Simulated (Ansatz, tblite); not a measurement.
Adding an electron: the cluster Li₂H⁺ (the lowest singlet isomer of a short search). The state is a singlet with charge 1. Geometry: PBE0-D4/def2-TZVP. Ansatz, gas phase; energy differences of separate SCF runs; the reduced species was run as a doublet alone.

```xyz
3

Li    0.9129   -0.3118   -1.3192
Li   -0.9131    0.3113    1.3192
H     0.0002    0.0005    0.0000
```

The xTB rows come from tblite. HOMO above LUMO, or a gap near zero within one spin, warns that the state may not be the lowest or that an electron is smeared out. The structure comes from a short search, and lower isomers may exist.

| level | −HOMO (eV) | −LUMO (eV) | vertical EA (eV) | HOMO–LUMO gap (eV) | remarks |
| --- | --- | --- | --- | --- | --- |
| GFN1-xTB | 17.76 | 12.79 | 10.01 | 4.97 | – |
| PBE-D4/def2-TZVP | 11.00 | 5.04 | 4.04 | 5.96 | gap within one spin near zero (doublet) |
| r2SCAN-D4/def2-TZVP | 11.20 | 3.33 | 3.79 | 7.86 | gap within one spin near zero (doublet) |

Question: Estimate the rows for GFN2-xTB, PBE0-D4/def2-TZVP.

Answer: 
| level | −HOMO (eV) | −LUMO (eV) | vertical EA (eV) | HOMO–LUMO gap (eV) |
| --- | --- | --- | --- | --- |
| GFN2-xTB | 16.12 | 10.64 | 7.60 | 5.48 |
| PBE0-D4/def2-TZVP | 12.26 | 4.51 | 3.89 | 7.75 |

  Raw xTB energy differences between charge states are shifted by several eV; the methods need an empirical correction for them.
